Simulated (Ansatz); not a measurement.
A run of Ansatz (development build ahead of 0.2.0) on doublet BH₃(+) at this shape:

```xyz
4

B    -0.1760   -0.2126    0.1046
H    -0.4690   -0.7205   -0.9242
H     0.8373    0.8342   -0.4173
H    -0.1330    0.0342    1.2619
```

Its results:

| Quantity | Value |
| --- | --- |
| Converged | yes |
| Total energy | -25.95706 hartree |
| Spin squared of the determinant | 0.760 |
| Stability test | minimum |

Forces (eV/Å):
```csv
atom,Fx,Fy,Fz
B1,-0.006,-0.015,0.008
H2,-0.005,-0.003,-0.004
H3,0.014,0.016,-0.006
H4,-0.003,0.002,0.002
```

Which input gives this output? Name the method, the orbitals and the basis set, and write the input.

UHF in def2-SVP.

```yaml
crystal:
  periodic: [false, false, false]
  atoms:
    - { symbol: B, position_ang: [-0.17601, -0.21263, 0.1046] }
    - { symbol: H, position_ang: [-0.46903, -0.72049, -0.92418] }
    - { symbol: H, position_ang: [0.8373, 0.83423, -0.41735] }
    - { symbol: H, position_ang: [-0.13296, 0.03419, 1.2619] }
basis:
  gaussian: { orbitals: def2-SVP }
total_charge: 1
magnetization:
  spin_polarized: true
  initial_magnetization: 1
hamiltonian:
  xc: hf
output:
  forces: true
```
